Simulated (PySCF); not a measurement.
Species: C₃H₂N₂.
SMILES: `N1=C(C#N)C1`

Method used: MP2 and CCSD/aug-cc-pVDZ in PySCF, restricted Hartree–Fock reference, frozen core, non-relativistic, gas phase, PBE0-D3(BJ)/def2-SVP geometry.

E(HF) = -223.58966 Eh.

How large is the problem?

133 basis functions and 34 electrons; 5 orbitals frozen, which leaves o = 12 correlated occupied and v = 116 virtual orbitals. That is o·v = 1392 singles and o·v(o·v + 1)/2 = 969528 distinct closed-shell doubles amplitudes before symmetry; the costliest CCSD step grows as o²v⁴ = 2.6 × 10^10.

What are the MP2 and CCSD correlation energies?

MP2 -0.7247 Eh and CCSD -0.7398 Eh, which gives totals of -224.31434 and -224.32948 Eh. That is 0.839 eV for each correlated electron at CCSD (1942 kJ/mol in all, 0.330 % of the total energy); MP2 gives 98.0 % of the CCSD value.

What is the T1 diagnostic?

0.0133, below the customary warning level of 0.02. It is the norm of the spatial-orbital singles amplitudes over the root of the number of correlated electrons, so the norm is 0.065.

How does correlation change the dipole moment?

HF gives 3.02 D and CCSD (unrelaxed density) 2.73 D, a change of -0.29 D.

No triples correction and no basis-set extrapolation were made.

The job also held the EOM ionisation roots. Hardware: Arm Neoverse V1, one thread, no GPU (shared host). Cost: 2.3 min.
